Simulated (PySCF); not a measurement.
These 3 structures share the formula C6H8. Computed with PySCF, PBE0-D3(BJ)/def2-SVP geometry optimisation, gas phase. Energies are electronic, without zero-point or thermal terms, for one conformer each. No frequencies were run at this level. Point groups hold within 0.08 Å.

Question: Order them by energy at this level, lowest first, and give relative energies in kcal/mol.
A. `CC1=CCC=C1`
B. `[CH2:1]=[CH:2][CH:3]=[C:4]=[CH:5][CH3:6]` with C1–C2–C3–C4 180°
C. `[CH2:1]=[C:2]=[CH:3][CH2:4][CH:5]=[CH2:6]` with C2–C3–C4–C5 117°, C3–C4–C5–C6 117° (1,2,5-hexatriene)

Answer: A (0.0), B (35.6), C (42.5).

As drawn, the highest has cumulated double bonds, which the lowest lacks.

```json
{"SMILES": "CC1=CCC=C1", "E (Eh)": "-232.98161", "E rel (kcal/mol)": "0.0", "dipole (D)": "0.18", "point group": "Cs", "A, B, C (MHz)": "7943, 3259, 2379"}
{"SMILES": "C=CC=C=CC", "E (Eh)": "-232.92496", "E rel (kcal/mol)": "35.6", "dipole (D)": "0.74", "point group": "C1", "A, B, C (MHz)": "16545, 1358, 1328"}
{"SMILES": "C=C=CCC=C", "E (Eh)": "-232.91392", "E rel (kcal/mol)": "42.5", "dipole (D)": "0.14", "point group": "C1", "A, B, C (MHz)": "16607, 1423, 1401"}
```
